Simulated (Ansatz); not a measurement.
Ansatz (a first-principles code) input (B3LYP/def2-TZVPD):

Ansatz 0.2 input:
```yaml
crystal:
  periodic: [false, false, false]
  atoms:
    - {symbol: Si, position_ang: [0.31425610, 0.31069420, 0.31162611]}
    - {symbol: Cl, position_ang: [-0.87062198, -0.88173458, 1.49949506]}
    - {symbol: Cl, position_ang: [1.49211569, -0.87627774, -0.88862368]}
    - {symbol: Cl, position_ang: [-0.88029285, 1.50214651, -0.86750464]}
basis:
  gaussian:
    orbitals: def2-TZVPD
hamiltonian:
  xc: {name: B3LYP}
magnetization: {spin_polarized: true, initial_magnetization: 1}
output: {forces: true}
```

Output:

```
Functional definition: B3LYP
integrals: 0.13 GiB planned
1177 factors; their error is unknown
mean field: 1.65 GiB planned
mean field evaluation 1: about -45450.6518 eV, gradient 1.3e1 eV
mean field evaluation 2: about -45450.6552 eV, gradient 1.4e1 eV
mean field evaluation 4: about -45451.4928 eV, gradient 7.9e-1 eV
mean field evaluation 8: about -45451.5677 eV, gradient 1.0e-1 eV
mean field evaluation 16: about -45451.5678 eV, gradient 1.6e-5 eV
mean field -45451.56777714 eV, -1670.3143076308 hartree, gradient 1.6e-5 eV, S^2 0.752126; 0 other end points of the search recorded, 0 dependent functions left out
the calculation of the forces begins
reference -45451.56805990 eV, -1670.3143180221 hartree; 33, 32 occupied and 148, 149 virtual orbitals, 1177 factors
Total energy: -45451.56805990 eV, -1670.3143180221 hartree
Atom 0 at     0.314256     0.310694     0.311626 Å, force    -0.002955    -0.002800    -0.002808 eV/Å
Atom 1 at    -0.870622    -0.881735     1.499495 Å, force    -0.017894    -0.018253     0.039123 eV/Å
Atom 2 at     1.492116    -0.876278    -0.888624 Å, force     0.038975    -0.018126    -0.018414 eV/Å
Atom 3 at    -0.880293     1.502147    -0.867505 Å, force    -0.018127     0.039178    -0.017901 eV/Å
Dipole moment:     0.078708     0.077815     0.078049 e Å
```

It need not be the lowest isomer of its formula.
